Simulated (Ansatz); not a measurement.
A run of Ansatz (development build ahead of 0.2.0) on doublet BH4 at this shape:

```xyz
5

B    -0.0423    0.1863    0.1126
H     0.3863   -1.8095   -0.6880
H     0.4663    0.8657   -0.8026
H     0.5362   -0.8549    0.2820
H    -1.1803   -0.0081    0.1986
```

Its results:

- Converged: yes
- Total energy: -26.83246 hartree
- Spin squared of the determinant: 0.774
- Stability test: minimum

Forces (eV/Å):
| atom | Fx | Fy | Fz |
| --- | --- | --- | --- |
| B1 | 0.901 | -1.038 | -3.231 |
| H2 | -0.081 | -0.360 | -0.434 |
| H3 | -0.424 | 0.193 | 1.474 |
| H4 | 0.877 | 0.372 | 1.411 |
| H5 | -1.273 | 0.834 | 0.780 |

**Question.** Which input gives this output? Name the method, the orbitals and the basis set, and write the input.

**Answer.** UHF in def2-SVP.

```yaml
crystal:
  periodic: [false, false, false]
  atoms:
    - { symbol: B, position_ang: [-0.04229, 0.18627, 0.11258] }
    - { symbol: H, position_ang: [0.3863, -1.80953, -0.68796] }
    - { symbol: H, position_ang: [0.46629, 0.86567, -0.80259] }
    - { symbol: H, position_ang: [0.53623, -0.85492, 0.28199] }
    - { symbol: H, position_ang: [-1.18029, -0.00808, 0.19865] }
basis:
  gaussian: { orbitals: def2-SVP }
magnetization:
  spin_polarized: true
  initial_magnetization: 1
hamiltonian:
  xc: hf
output:
  forces: true
```
